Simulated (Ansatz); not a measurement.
Fluorite CdF2 was calculated with PBEsol (Ansatz, a quantum-chemistry and plane-wave program, PAW).

Settings: plane-wave cutoff 520 eV, 12×12×12 k mesh, Fermi–Dirac smearing 0.01 eV, scalar-relativistic PAW data made under PBE.

Computed at the level's own relaxed cell.

What does this level give for the band gap, lattice constant a, pressure derivative B′ of the bulk modulus and smallest direct gap on the k points sampled?


- band gap: 2.94 eV
- lattice constant a: 5.384 Å
- pressure derivative B′ of the bulk modulus: 4.9
- smallest direct gap on the k points sampled: 3.43 eV

Measured, for comparison: band gap 7.8 eV (temperature not stated, no zero-point or thermal correction, indirect W–Γ; as tabulated in Cappellini et al. (2013), arXiv:1302.2571); lattice constant a 5.388 Å (temperature not stated, copied from a table, unchecked, no zero-point or thermal correction; as tabulated in Crystal Structures 1, 239 (1963)). Computed (rounded) less measured: lattice constant a not scored (unchecked).

Spin–orbit coupling is not included.

Computed values are for the static lattice.

Cost on a shared machine: around 40 core-seconds (rough).
